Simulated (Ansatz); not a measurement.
Basis-set series for H4OSSi, SMILES `O[SiH2]S`. The species carries charge 0 and has multiplicity 1. The geometry is a stationary point of PBE0-D4/def2-TZVP. It is one conformer, not always the lowest.

| functional | basis | functions | energy (Eh) | HOMO (eV) | LUMO (eV) |
| --- | --- | --- | --- | --- | --- |
| PBE0-D4 | def2-TZVPP | 171 | -765.10653 | -7.70 | 0.26 |
| PBE0-D4 | def2-QZVPP | 317 | -765.13356 | -7.74 | -0.02 |
| ωB97M-V | def2-TZVPP | 171 | -765.37437 | -9.91 | 1.89 |
| ωB97M-V | def2-QZVPP | 317 | -765.39994 | -9.95 | 1.38 |

Question: Give the rows for def2-SVP. (Estimate.)

Answer: Ansatz gave: 
```
functional     basis  functions  energy (Eh)  HOMO (eV)  LUMO (eV)
   PBE0-D4  def2-SVP         70   -764.76061      -7.56       0.89
   ωB97M-V  def2-SVP         70   -765.02603      -9.73       2.76
```

Positive LUMOs are unbound and depend on the basis.
